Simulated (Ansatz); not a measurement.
# How the width of the whole s-p valence band of zinc-blende GaP moves with the method

No measured value is used here.

Put these levels in order of the width of the whole s-p valence band that they give for zinc-blende GaP, smallest first: HSE06-D3(BJ) (Ansatz, a quantum-chemistry and plane-wave program), revPBE (Ansatz), r²SCAN (Ansatz).

revPBE (12.11 eV), r²SCAN (13.03 eV), HSE06-D3(BJ) (14.00 eV)

Unless a cell is named, each level is at its own relaxed cell (revPBE 21.27, HSE06-D3(BJ) 19.71 Å³/atom).

Widths are read from band energies on the run's k points.  Values are at the level's own equilibrium cell; r²SCAN at the measured cell. Cutoffs and k meshes differ between the levels. Ansatz's density-functional and Hartree–Fock values are scalar-relativistic unless marked +SOC, with PAW data made under PBE.
